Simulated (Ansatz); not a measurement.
System: fcc Rh. Method: B3LYP (VWN-RPA form) (Ansatz, a first-principles code, plane waves, PAW).

Excerpt of the program's output:

```
WARN output.stress: scf.exx.energy_threshold = 1e-6 eV is looser than the 1e-8 eV advised for a stress under a hybrid functional (1e-8 eV for each atom of the …
Crystal: 1 atoms, lattice volume = 14.117 Å³
Basis set: ecut = 460 eV, 331 PW (Γ), exchange–correlation on 40×40×40 points (8 copies of the dense FFT grid, shifted against one another)
Bands: 13, of which v1, the nominal top of the filled ones, is band 9 counted from 1 (8 counted from 0)
Symmetry: 48 space group operations
Space group: Fm-3m (ITA 225), of the structure as read, at distance tolerance 2.4e-5 Å
k-points: 104 of 2744
Functional: x = 0.1 slater + 0.9 b88, c = 0.19 vwn_rpa + 0.81 lyp, warm-up for x = 0.08 slater + 0.72 b88 + 0.2 exact, c = 0.19 vwn_rpa + 0.81 lyp
SCF iter   1: F=—  HF=-6413.067101 eV  |F-HF|=—  |Δ(HF+E_count)|=         —  Δρ=1.55e-2  dr2=3.34e-2
SCF iter   2: F=—  HF=-6413.060063 eV  |F-HF|=—  |Δ(HF+E_count)|=   7.04e-3  Δρ=6.52e-3  dr2=3.32e-3
  ...
SCF 1 converged in 6 iterations: F = -6413.059308 eV  dr2 = 5.19e-11
Crystal: 1 atoms, lattice volume = 14.117 Å³
Initial density: handed on by an earlier stage of this run
Functional: x = 0.08 slater + 0.72 b88 + 0.2 exact, c = 0.19 vwn_rpa + 0.81 lyp
Crystal: 1 atoms, lattice volume = 14.117 Å³
Crystal: 1 atoms, lattice volume = 14.117 Å³
SCF iter   4: F=—  HF=-6414.372145 eV  |F-HF|=—  |Δ(HF+E_count)|=  1.71e-10  Δρ=1.08e-6  dr2=1.35e-10
SCF iter   5: F=-6414.372145 eV  HF=-6414.372145 eV  |F-HF|=1.82e-12  |Δ(HF+E_count)|=  4.37e-11  Δρ=1.84e-7  dr2=2.17e-12
SCF 4 converged in 5 iterations: F = -6414.372145 eV  dr2 = 2.17e-12
Free energy (F): -6414.372145 eV
Internal energy: -6414.369214 eV  (E = F + TS)
E sigma→0 (E₀):  -6414.370680 eV
Fermi energy:    21.497979 eV
--- Stress (GPa, compression-positive) ---
        1.614897       0.000000       0.000000
        0.000000       1.614897       0.000000
       -0.000000      -0.000000       1.614897
  P = ⅓ Tr σ = 1.6149 GPa (16.149 kbar)
```

Q: Write an input file that could have produced this run (the log leaves some choices open).

A: This is not unique; one that fits is 
Ansatz 0.2 input:
```yaml
crystal:
  lattice:
    - [0.0, 1.9182663079, 1.9182663079]
    - [1.9182663079, 0.0, 1.9182663079]
    - [1.9182663079, 1.9182663079, 0.0]
  atoms:
    - { symbol: Rh, position: [0.0, 0.0, 0.0] }
basis:
  ecutwfc: 460
  ecutrho_ratio: 4
  xc_grid: 2
kpoints:
  mp_grid: { grid: [14, 14, 14] }
hamiltonian:
  xc: b3lyp
  dispersion: none
  pseudopotentials: { kind: paw }
scf:
  occupations: { method: fermi_dirac, width: 0.05 }
  convergence: { dr2_threshold: 0.0000000001 }
output:
  forces: false
  stress: true
  eigenvalues: true
```

The cell is one volume of an energy–volume scan, off the minimum.

The PAW data were made under PBE.
